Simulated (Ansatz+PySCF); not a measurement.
Two shapes of singlet H2S.

Shape 1:

```xyz
3

S     0.0000    0.0000   -0.1040
H     0.0000    0.9715    0.8321
H     0.0000   -0.9715    0.8321
```

Shape 2:

```xyz
3

S     0.0441   -0.0234   -0.1015
H     0.0250    0.9945    0.7955
H     0.0350   -0.9930    0.8606
```

Basis set: def2-SVP (spherical functions). Correlated methods keep 5 orbitals frozen. Charge 0, multiplicity 1.

Computed with Ansatz (development build ahead of 0.2.0); each method stands on the lowest determinant of its kind that the runs found.

(1) Which shape is lower in energy, and by how much in each method?

Results:

(1)

| method | E(2) − E(1) (eV) |
| --- | --- |
| RHF-MP2 | 0.014 |
| UHF-MP2 | 0.014 |
| PBE0 (restricted) | 0.007 |
| PBE0 (unrestricted) | 0.007 |
| ωB97X (unrestricted) | 0.009 |

Shape 1 is lower.
